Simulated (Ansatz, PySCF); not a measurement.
This Ansatz (an electronic-structure program) input computes a CCSD(T)/cc-pVDZ energy:

Ansatz 0.2 input:
```yaml
crystal:
  periodic: [false, false, false]
  atoms:
    - {symbol: B, position_ang: [-0.00269306, 0.50230670, -0.01136945]}
    - {symbol: F, position_ang: [1.14286566, -0.13323795, 0.01059612]}
    - {symbol: F, position_ang: [-1.14136952, -0.14582133, -0.00427976]}
basis:
  gaussian:
    orbitals: cc-pVDZ
magnetization: {spin_polarized: true, initial_magnetization: 1}
correlation: {method: ccsd_t, electrons: outside_noble_gas}
```

Problem. Write an input for the same energy in PySCF and say what it gives.

Solution. 
```python
from pyscf import gto, scf, mp, cc as ccmod

mol = gto.M(
    atom='''
    B    -0.00269306    0.50230670   -0.01136945
    F     1.14286566   -0.13323795    0.01059612
    F    -1.14136952   -0.14582133   -0.00427976
    ''',
    basis='cc-pvdz',
    charge=0,
    spin=1,
    verbose=4,
)

mf = scf.UHF(mol)
mf.conv_tol = 1e-10
mf.max_cycle = 100
mf.kernel()
mo, _, stable, _ = mf.stability(return_status=True)
if not stable:
    mf.kernel(mf.make_rdm1(mo, mf.mo_occ))
mp2 = mp.MP2(mf, frozen=3).run()
cc = ccmod.CCSD(mf, frozen=3)
cc.max_cycle = 100
cc.kernel()
et = cc.ccsd_t()
print(f'E(CCSD(T)) = {cc.e_tot + et:.9f}')
```
It gives -224.06659 Eh, and Ansatz -224.06659 Eh, a difference of 0.00 mEh.

It need not be the lowest isomer of its formula.
